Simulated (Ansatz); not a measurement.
# Worked example: correlation energy of CH₄, singlet

Geometry: a PBE0/def2-TZVP stationary point for this spin, not checked as a minimum.

```xyz
5

C     0.0000    0.0000    0.0000
H     0.6280    0.6300    0.6292
H    -0.6316   -0.6267    0.6289
H    -0.6266    0.6282   -0.6325
H     0.6301   -0.6314   -0.6257
```

Basis 6-31G; Ansatz 0.2.0. Correlated methods freeze the noble-gas cores, which leaves 8 electrons in 16 orbitals. R marks a restricted (for open shells ROHF) determinant.

Full CI is exact within this basis and frozen core; it isn't the basis-set limit.

RCCSD has a T1 diagnostic of 0.004 and a largest doubles amplitude of 0.05.

Runs differ by some tens of microhartree through their thresholds, so steps under 0.03 kcal/mol mean nothing.

| level | total energy (hartree) |
| --- | --- |
| RHF | -40.180399 |
| RMP2 | -40.279038 |
| RCCSD | -40.298160 |
| RCCSD(T) | -40.299759 |
| RCCSDT | -40.299973 |
| RCCSDT(Q) | -40.300057 |
| RCCSDTQ | -40.300052 |
| full CI | -40.300061 |

Question: What is the correlation energy at full CI, and what share of it do RMP2 and RCCSD(T) recover?

Answer: E(corr) = -40.300061 − (-40.180399) = -0.119662 hartree = -3.256 eV. RMP2: -0.098639 / -0.119662 = 82.43 %. RCCSD(T): -0.119360 / -0.119662 = 99.75 %.

Question: By how many kcal/mol does RCCSD(T) miss full CI (1 hartree = 627.509 kcal/mol), and which steps make up the rest?

Answer: -40.299759 − (-40.300061) = 0.000302 hartree = 0.19 kcal/mol. Steps: RCCSDT − RCCSD(T) = -0.13, RCCSDT(Q) − RCCSDT = -0.05, RCCSDTQ − RCCSDT(Q) = 0.00, full CI − RCCSDTQ = -0.01 kcal/mol. That is within 1 kcal/mol of the reference in this basis, which itself misses far more of the correlation at the basis-set limit.
